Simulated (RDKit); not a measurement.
Input file for RDKit: MMFF94 on ClF (SMILES FCl).

```python
from rdkit import Chem
from rdkit.Chem import AllChem, rdDetermineBonds

blocks = [
'''2

Cl   -0.31586800   -0.00006600   -0.01691400
F    -1.97230800    0.00007400    0.02657000
''',
]
mol = None
for b in blocks:
    f = Chem.MolFromXYZBlock(b)
    rdDetermineBonds.DetermineBonds(f, charge=0)
    mol = f if mol is None else Chem.CombineMols(mol, f)
Chem.SanitizeMol(mol)
print(Chem.MolToSmiles(Chem.RemoveHs(mol)))
ff = AllChem.MMFFGetMoleculeForceField(mol, AllChem.MMFFGetMoleculeProperties(mol), nonBondedThresh=100.0, ignoreInterfragInteractions=False)
e = ff.CalcEnergy()
print(f'MMFF94 energy {e:.6f} kcal/mol')
```

The log:

```
FCl
MMFF94 energy 0.410861 kcal/mol
```

The run finished.

Cost: roughly 0.010 core-seconds.
